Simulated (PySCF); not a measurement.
**TDDFT excited states: C6H12**

Species: C₆H₁₂.
SMILES with atom numbers: `[CH3:1][CH2:2][CH2:3][CH:4]1[CH2:5][CH2:6]1` (hydrogens: H7, H8, H9 on C1; H10, H11 on C2; H12, H13 on C3; H14 on C4; H15, H16 on C5; H17, H18 on C6)

Geometry (PBE0-D3(BJ)/def2-SVP, Å), atoms numbered from 1 in this order:
```
atom  x, y, z in Å
C1     2.6883    0.0396   -0.1289
C2     1.2896   -0.5501   -0.2073
C3     0.2595    0.4098   -0.7897
C4    -1.1288   -0.1725   -0.8608
C5    -2.0257   -0.1373    0.3426
C6    -2.3361    0.7155   -0.8535
H7     3.4094   -0.6762    0.2940
H8     2.7065    0.9420    0.5036
H9     3.0561    0.3322   -1.1258
H10    0.9570   -0.8643    0.7973
H11    1.3075   -1.4715   -0.8159
H12    0.5798    0.7254   -1.7994
H13    0.2325    1.3326   -0.1820
H14   -1.2057   -1.0737   -1.4809
H15   -2.6644   -1.0000    0.5493
H16   -1.6471    0.3613    1.2404
H17   -2.1726    1.7941   -0.7694
H18   -3.1896    0.4429   -1.4799
```

Method: TDDFT B3LYP/def2-SVPD, vertical, gas phase, core orbitals frozen in the response (PySCF).

Task: List the vertical singlet excitations with oscillator strengths and describe the spectrum.

Result: 

```
state  E (eV)  E (hartree)       f  |μ| (D)     main configurations (H = HOMO, L = LUMO)
   S1    7.41       0.2723  0.0071     0.50                       H→L (86%), H→L+1 (12%)
   S2    7.70       0.2830  0.0038     0.36                   H-1→L (72%), H-1→L+1 (17%)
   S3    7.71       0.2833  0.0042     0.38        H→L+2 (55%), H→L+1 (18%), H→L+3 (10%)
   S4    7.80       0.2865   0.016     0.74                     H→L+1 (57%), H→L+2 (32%)
   S5    7.94       0.2918  0.0018     0.24                                  H→L+3 (85%)
   S6    8.01       0.2943  0.0082     0.52  H-1→L+2 (70%), H-1→L+1 (12%), H-1→L+3 (11%)
   S7    8.10       0.2976   0.025     0.90    H-1→L+1 (58%), H-1→L+2 (23%), H-1→L (12%)
   S8    8.24       0.3030   0.024     0.87                                H-1→L+3 (83%)
   S9    8.52       0.3132   0.027     0.92                                  H→L+4 (94%)
  S10    8.58       0.3152  0.0011     0.19                                  H-2→L (93%)
```

Triplets, Tamm–Dancoff:

```tsv
state	E (eV)	λ (nm)	main configurations (H = HOMO, L = LUMO)
T1	7.29	170.0	H→L (76%), H→L+1 (20%)
T2	7.57	163.7	H-1→L (66%), H-1→L+1 (28%)
T3	7.60	163.1	H→L+2 (62%), H→L+3 (13%), H→L+1 (11%)
T4	7.69	161.2	H→L+1 (50%), H→L+2 (28%), H→L (9%)
```

The lowest singlet lies at 7.41 eV (167 nm, vacuum ultraviolet) and is weak; its leading configuration is HOMO→LUMO (86%). The most intense listed level is S9 at 8.52 eV (145 nm, f = 0.027), 1.11 eV above S1. S2/S3 lie within about 0.01 eV of each other. Löwdin shares by element: HOMO carbon 76% or more (atoms not listed hold the other 24%); LUMO carbon 44% or more (atoms not listed hold the other 56%). Of the 10 states listed, 4 reach f = 0.01 and none stays under 0.0005. The listed states span 1.17 eV. Orbital energies (eV): HOMO-3 -9.17, HOMO-2 -8.93, HOMO-1 -7.97, HOMO -7.68, LUMO 0.61, LUMO+1 0.97, LUMO+2 1.02. The vertical ionisation energy (ΔSCF) is 9.86 eV, 1.28 eV above S10. Only the lowest 10 singlets were computed, as vertical energies without vibronic structure.

Time: 2.0 min wall. Hardware: Arm Neoverse V2, one thread, shared host.

One conformer stands for the species.
